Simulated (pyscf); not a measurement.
Single points on ωB97X-D3(BJ)/def2-SVP structures (PySCF, gas phase).

Problem. For the elementary gas-phase step `[OH][Ti]([OH])([F])[F]` + `[NH3]` -> `[OH2]` + `[NH2][Ti]([OH])([F])[F]` (singlet surface; O–Ti, H–N broken, H–O, N–Ti formed), what barrier and reaction energy does ωB97X-D3(BJ)/def2-TZVP give, measured from the separated reactants?

Solution. ΔE‡ = 0.60 eV, ΔE = +0.59 eV. ωB97M-D3(BJ)/def2-TZVP gives 0.66 eV and +0.60 eV. Zero-point energy shifts the barrier by +0.01 eV. It is a four-centre exchange, with an imaginary mode of 965i cm⁻¹. On the reactant side the descent ends in an adduct with a N–Ti contact (not fully relaxed), 0.85 eV under the separated species and 1.45 eV under the saddle at ωB97X-D3(BJ)/def2-TZVP. On the product side the descent ends in an adduct with a O–Ti contact (not fully relaxed), 0.58 eV under the separated species and 0.59 eV under the saddle at ωB97X-D3(BJ)/def2-TZVP. What is counted as formed (N–Ti) is already present as a longer contact in the reactant adduct; forming that adduct is a step of its own. What is counted as broken (O–Ti) persists as a longer contact in the product adduct; parting that adduct is a step of its own. This is the saddle that the search found; another between the same sides may lie lower.
